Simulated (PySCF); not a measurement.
**Potential energy of B2 along the bond**

Set-up: basis B 3-21G; no relativity; PySCF 2.14. Energies in eV from B + B in their ground configurations at the same level. All curves are PBE0. state 1: Ms = 1 determinant of mixed spin (⟨S²⟩ near 2.7), unpaired electrons π ↑↑; state 2: Ms = 0 determinant of mixed spin (⟨S²⟩ near 1.7), unpaired electrons π ↑↓, a mixture of terms (⟨Lz²⟩ = 2.0), a second solution, started from another occupation; state 3: ³Πu (triplet), unpaired electrons σ ↑, π ↑, a second solution, started from another occupation; state 4: Ms = 0 determinant of mixed spin (⟨S²⟩ near 1.0), unpaired electrons σ ↓, π ↑, a second solution, started from another occupation.

```csv
R (Å),state 1,state 2,state 3,state 4
1.359,-2.155,-1.834,-0.199,0.047
1.422,-2.650,-2.338,-1.029,-0.793
1.485,-2.928,-2.625,-1.614,-1.389
1.533,-3.029,-2.731,-1.928,-1.709
1.580,-3.058,-2.765,-2.157,-1.944
1.627,-3.030,-2.743,-2.316,-2.109
1.691,-2.927,-2.648,-2.444,-2.244
1.770,-2.727,-2.458,-2.504,-2.309
1.864,-2.431,-2.175,-2.475,-2.285
1.991,-2.017,-1.779,-2.339,-2.150
```

Problem. Put a parabola through the three lowest points of the state 1 curve and estimate Re, k and ωe (reduced mass 5.505 u; 1 eV/Å² = 0.16022 mdyn/Å; ωe = 1302.8·√(k/μ) cm⁻¹).

Solution. Through R = 1.533, 1.58, 1.627 Å the second-order coefficient is 12.9 eV/Å², so Re ≈ 1.580 Å, k ≈ 4.13 mdyn/Å and ωe ≈ 1129 cm⁻¹. A polynomial fit of higher order to the unrounded PBE0 energies gives Re = 1.578 Å, k = 4.05 mdyn/Å, ωe = 1118 cm⁻¹; anharmonicity and rounding make the difference.

The higher-order fit for each curve: state 1: Re = 1.578 Å, ωe = 1118 cm⁻¹, De = 3.06 eV; state 2: Re = 1.583 Å, ωe = 1104 cm⁻¹, minimum 2.77 eV below the ground-state fragments; state 3: Re = 1.786 Å, ωe = 745 cm⁻¹, minimum 2.51 eV below the ground-state fragments; state 4: Re = 1.791 Å, ωe = 746 cm⁻¹, minimum 2.31 eV below the ground-state fragments.

3-21G is very small, so such numbers show the basis as much as the molecule. The state is the lowest determinant that a PBE0 search found; another state may lie lower at other levels.
